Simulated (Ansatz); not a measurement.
`[NH2][Al][OH]`• → Al• + 3 H• + N• + O•  (atomization)

Computed with Ansatz on PBE0-D4/def2-TZVP structures; ΔE is electronic, products minus reactants. CBS: MP2 limit from def2 TZ/QZ plus the TZ coupled-cluster correction, frozen cores. This one scheme is used for every species, atoms too. Functionals use def2-TZVPP. HSE06 is defined as in plane-wave codes. Open shells (•) are unrestricted, without spin–orbit coupling. Spin–orbit coupling would lower the free atoms: a little for Al, O. One conformer a species, not always the lowest.

```
             level  ΔE (kJ/mol)  difference from CCSD(T)/CBS
       LDA (SPW92)       2324.4                        297.3
         r2SCAN-D4       2025.8                         -1.3
        r2SCAN0-D4       1972.5                        -54.6
           ωB97M-V       2016.3                        -10.8
          PBE-QIDH       1982.1                        -45.0
               PBE       2048.8                         21.7
              BLYP       2016.3                        -10.8
           r2SCANh       2002.1                        -25.0
             HSE06       1992.1                        -35.0
      MP2/def2-SVP       1884.9                       -142.2
     CCSD/def2-SVP       1817.4                       -209.7
  CCSD(T)/def2-SVP       1837.2                       -189.9
     HF/def2-TZVPP       1367.8                       -659.3
     HF/def2-QZVPP       1375.4                       -651.7
SCS-MP2/def2-QZVPP       2049.2                         22.1
     MP2/CBS(def2)       2085.3                         58.2
       CCSD(T)/CBS       2027.1                            0
```

**Question.** What do rigid-rotor, harmonic-oscillator terms from PBE0-D4/def2-TZVP frequencies (298.15 K, 1 bar) make of the CCSD(T)/CBS value? (An estimate is asked.)

**Answer.** Computed: ΔZPE = -100.8 kJ/mol, ΔH = +1947.8 kJ/mol, ΔS = 531 J/(mol·K), ΔG = +1789.5 kJ/mol. Open shells count their whole term as degenerate.

Largest T1 diagnostic among the species: 0.018.

At CCSD(T), def2-SVP lies −189.9 kJ/mol from the extrapolated value and def2-TZVPP −74.4 kJ/mol: correlation converges slowly with the basis, and small sets miss more of it in the bonded molecule than in its fragments. In def2-TZVPP, CCSD(T) changes the Hartree–Fock value by +584.9 kJ/mol (the triples alone add +34.4 kJ/mol) and MP2 by +643.1 kJ/mol; breaking electron pairs costs correlation energy, which Hartree–Fock lacks. The D4 term adds +13.3 kJ/mol with B3LYP and +6.8 kJ/mol with PBE0; it sums over pairs of atoms, weighted by their polarisabilities, and B3LYP, whose exchange is more repulsive, gets the larger term.

B3LYP here is the variant with VWN-RPA as its local correlation; programs differ in this.

For atomizations the MP2-based limit and the directly extrapolated one differ by several kJ/mol either way, and by 10 to 25 for some Ge, Se and Sn compounds, so smaller differences from it don't rank the levels.
